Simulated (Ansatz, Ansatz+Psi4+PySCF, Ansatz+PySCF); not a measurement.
```xyz
4

C     0.6509    0.0000   -0.0599
H     1.1255   -0.9759    0.1313
H     1.1255    0.9759    0.1313
F    -0.6903    0.0000    0.0083
```

Basis set: cc-pVTZ (spherical functions). Left uncorrelated: 2 orbitals. Correlation on ROHF uses semicanonical orbitals with singles. Charge 0, multiplicity 2.

Computed with Ansatz (development build ahead of 0.2.0); each method stands on the lowest determinant of its kind that the runs found.

Q: Give the atomization energy at this shape (free ground-state atoms in the same class of orbitals less the molecule, no zero-point energy) of doublet CH2F by ROHF-CCSD(T), ROHF-MP2, ROHF, UHF.

A:

| method | atomization energy |
| --- | --- |
| ROHF-CCSD(T) | 13.22 eV |
| ROHF-MP2 | 13.46 eV |
| ROHF | 10.01 eV |
| UHF | 9.87 eV |
